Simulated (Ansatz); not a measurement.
Two structures of CH$_{7}$BO, closed shell, reached by relaxing down either side of one saddle point (PBE0-D4/def2-TZVP). Energies are electronic, without zero-point energy. Program: Ansatz 0.2.0. Basis: def2-TZVPP and def2-QZVPP. Cores are frozen in the correlated methods. Extrapolation: Hartree–Fock as exp(−7.88 √X), correlation as X^−2.97. First:

| atom | x (Å) | y (Å) | z (Å) |
| --- | --- | --- | --- |
| B1 | -0.1862 | 0.3273 | -1.6653 |
| O2 | -1.5147 | 0.1609 | -1.5067 |
| H3 | 0.5288 | -0.6151 | -1.8764 |
| H4 | 0.2298 | 1.4466 | -1.5941 |
| H5 | -0.4917 | 0.1806 | 1.4911 |
| C6 | 0.5466 | -0.1133 | 1.6427 |
| H7 | -1.7956 | -0.7553 | -1.5741 |
| H8 | 0.7014 | -1.1239 | 1.2650 |
| H9 | 0.7804 | -0.0856 | 2.7066 |
| H10 | 1.2009 | 0.5778 | 1.1113 |

Second:

B1  (0.290, 0.197, -0.556)
O2  (-1.420, -0.007, -0.486)
H3  (0.614, -0.694, -1.314)
H4  (0.349, 1.302, -1.042)
H5  (-1.600, -0.896, -0.158)
C6  (0.765, 0.043, 0.952)
H7  (-1.753, 0.034, -1.390)
H8  (0.559, -0.944, 1.385)
H9  (0.342, 0.800, 1.620)
H10  (1.853, 0.163, 0.989)
(Å)

(1) Which bonds change from the first to the second?

(2) Give the saddle point's structure and its height above each. (Judge from chemistry; the value comes from the calculation.)

T1 diagnostic: at most 0.013.

## Answers

(1) BH₃O ([BH2][OH]) + CH₄ → CH₅B ([BH2][CH3]) + H₂O (still joined by a long B–O bond); bonds formed: B1–C6, O2–H5; bonds broken: H5–C6; bonds weakened to dative contacts: B1–O2.

(2) Computed: 222.0 kJ/mol above the first and 119.0 kJ/mol above the second (CCSD(T) at an estimated basis limit (MP2 extrapolated from triple and quadruple zeta, plus CCSD(T) − MP2 in triple zeta)).
```
atom    x (Å)    y (Å)    z (Å)
  B1   0.1392   0.3047  -0.7497
  O2  -1.4257   0.0971  -0.7379
  H3   0.6915  -0.5165  -1.4297
  H4   0.4091   1.4597  -0.9073
  H5  -0.7364  -0.1333   0.2724
  C6   0.4733  -0.0869   0.9453
  H7  -1.6425  -0.7232  -1.1889
  H8   0.4028  -1.1152   1.3120
  H9   0.1551   0.6127   1.7213
 H10   1.5336   0.1009   0.7627
```

Labels in which every atom is bracketed show which atoms are joined, not bond orders.

For scale, one of the runs: CCSD(T)/def2-TZVPP, 191 basis functions, launched by `ansatz run in.yaml --threads 2 --pin off --events-out ev --progress --plain --max-ram 4352MiB`. Time: 43 s of wall clock on 2 CPU threads of an Arm Neoverse V1; the host was shared. Peak host memory: 2.2 GiB.
